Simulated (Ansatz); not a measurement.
# ClH7Si2: the cost of one run

Method: RHF/def2-SVP, in Ansatz 0.2.0.

### 1 The system as given

Bond lengths: Si1–Si2 2.570 Å, Si2–H3 1.460 Å, Si2–H4 1.460 Å, Si2–H5 1.460 Å, Si1–H6 1.460 Å, Si1–H7 1.459 Å, Si1–H8 1.459 Å, Si1–Cl9 2.430 Å, Si2–H10 1.560 Å, Cl9–H10 1.502 Å. Angles (14 of 22 angles, heavy atoms first): Si2–Si1–Cl9 71.6°, Si1–Si2–H3 109.5°, Si1–Si2–H4 109.5°, Si1–Si2–H5 109.5°, Si1–Si2–H10 68.7°, Si2–Si1–H6 109.5°, Si2–Si1–H7 109.5°, Si2–Si1–H8 109.5°, H6–Si1–Cl9 178.9°, H7–Si1–Cl9 70.0°, H8–Si1–Cl9 70.0°, Si1–Cl9–H10 73.8°, Si2–H10–Cl9 145.8°, H3–Si2–H4 109.4°.

Coordinates:

```xyz
10

Si    0.0000    0.0000    0.0000
Si    0.0000    0.0000    2.5700
H    -1.3148   -0.4067    3.0574
H     1.0096   -0.9353    3.0574
H     0.3052    1.3420    3.0574
H     1.3768    0.0000   -0.4862
H    -0.6877    1.1914   -0.4862
H    -0.6877   -1.1914   -0.4862
Cl   -2.3060    0.0000    0.7662
H    -1.4540    0.0000    2.0036
```

### 2 Pulling towards end A

Springs on the bonds that form and break draw the guess towards this end; the thresholds are loose.

input.yaml reads:

```yaml
crystal:
  periodic: [false, false, false]
  atoms:
    - { symbol: Si, position_ang: [0.0, 0.0, 0.0] }
    - { symbol: Si, position_ang: [0.0, 0.0, 2.57] }
    - { symbol: H, position_ang: [-1.3148, -0.4067, 3.0574] }
    - { symbol: H, position_ang: [1.0096, -0.9353, 3.0574] }
    - { symbol: H, position_ang: [0.3052, 1.342, 3.0574] }
    - { symbol: H, position_ang: [1.3768, 0.0, -0.4862] }
    - { symbol: H, position_ang: [-0.6877, 1.1914, -0.4862] }
    - { symbol: H, position_ang: [-0.6877, -1.1914, -0.4862] }
    - { symbol: Cl, position_ang: [-2.306, 0.0, 0.7662] }
    - { symbol: H, position_ang: [-1.454, 0.0, 2.0036] }
basis:
  gaussian: { orbitals: def2-SVP }
hamiltonian:
  xc: hf
relax:
  f_tol: 0.15
  max_steps: 25
  restrain:
    - { distance: [0, 8], at: 3.33, k: 30.0 }
    - { distance: [9, 1], at: 2.66, k: 30.0 }
    - { distance: [0, 1], at: 2.22, k: 30.0 }
    - { distance: [9, 8], at: 1.37, k: 30.0 }
```

The run is started by

```
ansatz run input.yaml --threads 1 --pin off --max-ram 2048MiB --backend cpu --events-out ev --progress --plain --runs-dir out
```

**Question.** How long does this run take on 1 thread of Arm Neoverse V1, shared host, and how much memory does it need?

About 14 s, with a peak of 0.16 GiB.
